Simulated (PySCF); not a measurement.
Below is a simulated gas-phase P 2p photoelectron spectrum of `[O-][PH2]=O`.

Every computed line was given a Gaussian of 0.5 eV full width at half maximum and an area set by the number of equivalent atoms (split 2:1 within a doublet); the highest printed point is 100. Computed, not measured: delta-SCF UKS SCAN, pcX-2 on the ionised atom, pcseg-1 elsewhere, spin-free X2C in PySCF 2.14.0.

binding energy (eV), intensity and a bar:
```
    131.4          0 
    131.5          1 
    131.6          5 #
    131.7         14 ####
    131.8         31 #########
    131.9         58 #################
    132.0         85 #########################
    132.1        100 ##############################
    132.2         95 ############################
    132.3         72 #####################
    132.4         44 #############
    132.5         24 #######
    132.6         16 #####
    132.7         19 ######
    132.8         31 #########
    132.9         44 #############
    133.0         50 ###############
    133.1         46 ##############
    133.2         34 ##########
    133.3         21 ######
    133.4         10 ###
    133.5          4 #
    133.6          1 
    133.7          0
```

Task: How many maxima does the curve show, and how many computed lines lie under it?

Result: The curve has 2 maxima (at 132.1 and 133.0 eV). Under it lie 2 lines from 1 inequivalent phosphorus site, drawn as a 2p3/2, 2p1/2 pair.

Task: Decompose the envelope and assign each component. Numbering: `[O:1]=[PH2:2][O-:3]`.

Result: 
```json
{"position (eV)": "132.12", "relative area": "0.67", "line": "P 2p3/2", "atoms": "P2", "environment": "phosphoryl phosphorus"}
{"position (eV)": "133.02", "relative area": "0.33", "line": "P 2p1/2", "atoms": "P2", "environment": "phosphoryl phosphorus"}
```

Task: What are the centre and the root-mean-square width of the whole band?

Result: The area-weighted mean of the lines is 132.42 eV. Their own spread about it is 0.42 eV (rms) and each Gaussian has σ = 0.5/2.355 = 0.21 eV; the variances add, which gives 0.47 eV.

No satellites, vibrations or lifetime broadening are included. For 2p shells one spin-free hole was relaxed; a mean-field spin–orbit operator and the ground-state splitting of the three 2p orbitals were then diagonalised within the shell. The shell's mean is (2 × 2p3/2 + 2p1/2)/3, and the degeneracies 2j + 1 give areas of 2:1. 2p1/2 minus 2p3/2 (ligand field included): P 0.89 eV. The species carries charge -1, so core ionisation leaves a neutral species. The basis sets have no added diffuse functions. Geometry: GFN2-xTB; no solvent, vibrations or thermal averaging.

On one thread of an Arm Neoverse V2, on a shared host, this took 3.9 s.
